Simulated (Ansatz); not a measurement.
**CH6NSi (charge +1): a dynamics run in two tries**

Wanted: a short trajectory, and a check that the input is sound. SMILES of the start: N[CH+][SiH3].

All numbers below are computed with Ansatz 0.2.0 (RKS PBE0/def2-SVP).

### 1 The system as given

Bond lengths: N1–C2 1.283 Å, C2–Si3 1.934 Å, N1–H4 1.024 Å, N1–H5 1.024 Å, C2–H6 1.101 Å, Si3–H7 1.485 Å, Si3–H8 1.485 Å, Si3–H9 1.485 Å. Angles: N1–C2–Si3 125.3°, N1–C2–H6 114.8°, Si3–C2–H6 120.0°, C2–N1–H4 121.9°, C2–N1–H5 122.5°, H4–N1–H5 115.6°, C2–Si3–H7 103.3°, C2–Si3–H8 105.2°, C2–Si3–H9 103.6°, H7–Si3–H8 114.5°, H7–Si3–H9 113.7°, H8–Si3–H9 114.7°.

As a file:

```xyz
9

N    -0.7837    0.7609   -1.0548
C     0.0190    0.6882   -0.0571
Si    0.5695   -0.9473    0.8167
H    -1.2061   -0.0739   -1.4712
H    -1.0449    1.6518   -1.4880
H     0.4041    1.6574    0.2967
H     2.0410   -0.9634    0.6172
H    -0.1608   -2.0307    0.1108
H     0.1619   -0.7429    2.2296
```

### 2 First attempt

File input.yaml:

```yaml
crystal:
  periodic: [false, false, false]
  atoms:
    - { symbol: "N", position_ang: [-0.783698, 0.760904, -1.054752] }
    - { symbol: C, position_ang: [0.018995, 0.688181, -0.057094] }
    - { symbol: Si, position_ang: [0.569463, -0.947284, 0.816745] }
    - { symbol: H, position_ang: [-1.206111, -0.073911, -1.471151] }
    - { symbol: H, position_ang: [-1.044924, 1.651765, -1.488025] }
    - { symbol: H, position_ang: [0.404114, 1.657382, 0.296677] }
    - { symbol: H, position_ang: [2.041013, -0.963405, 0.61725] }
    - { symbol: H, position_ang: [-0.16076, -2.030704, 0.110757] }
    - { symbol: H, position_ang: [0.161899, -0.742927, 2.229594] }
total_charge: 1
basis:
  gaussian: { orbitals: def2-SVP }
hamiltonian:
  xc: pbe0
md:
  timestep: 0.25
  n_steps: 25
  ensemble: nvt_langevin
  initial_velocities: maxwell_boltzmann
  seed: 197462
  masses: [{ species: H, mass: 2.014 }]
scf:
  lower_state_search: "off"
```

Launch:

```sh
$ ansatz run input.yaml --threads 1 --pin off --max-ram 2048MiB --backend cpu --events-out ev --progress --plain --runs-dir out
```

Before running it: what results should come out? Wanted: first try.

The runs gave:

| quantity | value |
| --- | --- |
| first try | refused |
| cause | a Langevin thermostat is asked for with no temperature to hold |

What this shows: The fault in the first input was caught at the input check and cost nothing.
